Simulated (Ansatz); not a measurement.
Process, species as SMILES: FCl (F-Cl) → Cl atom + F atom
B3LYP-D3(BJ)/def2-TZVP geometries, fixed; electronic energies without zero-point terms.
Largest species:
```xyz
2

F      0.0000     0.0000    -1.0729
Cl     0.0000     0.0000     0.5680
```

Basis-set convergence of the atomisation energy at wB97M-V with Ansatz (a quantum-chemistry and plane-wave program). All functions are spherical. The program fits the integrals of some runs and decomposes those of others, by size. Open shells are unrestricted. The functional holds VV10 correlation; no added dispersion term, no relativity. Functions are those of the species that has most. Reference: the value in aug-cc-pV(5+d)Z, 63.90 kcal/mol, itself unsure by roughly 0.11 kcal/mol (its mean distance from pcseg-4, aug-pcseg-3, aug-cc-pV(Q+d)Z). Deviations are taken from unrounded values.

```json
[
 {"basis": "def2-SVP", "functions": "32", "atomisation energy (kcal/mol)": "59.31", "minus reference (kcal/mol)": "-4.59"},
 {"basis": "def2-SVPD", "functions": "50", "atomisation energy (kcal/mol)": "58.06", "minus reference (kcal/mol)": "-5.84"},
 {"basis": "def2-TZVP", "functions": "68", "atomisation energy (kcal/mol)": "63.00", "minus reference (kcal/mol)": "-0.91"},
 {"basis": "def2-TZVPP", "functions": "73", "atomisation energy (kcal/mol)": "63.05", "minus reference (kcal/mol)": "-0.86"},
 {"basis": "def2-TZVPD", "functions": "86", "atomisation energy (kcal/mol)": "63.16", "minus reference (kcal/mol)": "-0.74"},
 {"basis": "def2-TZVPPD", "functions": "91", "atomisation energy (kcal/mol)": "63.20", "minus reference (kcal/mol)": "-0.70"},
 {"basis": "def2-QZVPP", "functions": "127", "atomisation energy (kcal/mol)": "63.65", "minus reference (kcal/mol)": "-0.26"},
 {"basis": "def2-QZVPPD", "functions": "145", "atomisation energy (kcal/mol)": "63.71", "minus reference (kcal/mol)": "-0.19"}
]
```

The smallest set listed that lies within 4 kcal/mol of the reference with all its larger relatives (same family, alike in diffuse functions; a set with none counts only in the reference's own line) is def2-TZVP (68 functions, -0.91 kcal/mol off).
